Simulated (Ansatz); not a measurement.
Constitutional and geometric isomers with formula C3H4. All species are isolated molecules in the gas phase. Strings in code marks are SMILES.

Quantity: electronic energy of isomers of C3H4 relative to `C#CC`, in kcal/mol.

Case: `C=C=C`. Geometry of `C=C=C` (neutral, multiplicity 1, Å):

```xyz
7

C     -1.3009    -0.0075    -0.0140
C      0.0000     0.0003     0.0001
C      1.3009     0.0076     0.0140
H     -1.8520    -0.4696    -0.8268
H     -1.8750     0.4479     0.7866
H      1.8630    -0.7960     0.4788
H      1.8640     0.8175    -0.4388
```

Task: What electronic energy of isomers of C3H4 relative to `C#CC` does frozen-core MP2/cc-pVQZ // r2SCAN-D4/def2-TZVP (Ansatz, a quantum-chemistry and plane-wave program) give?

Result: 4.69 kcal/mol.
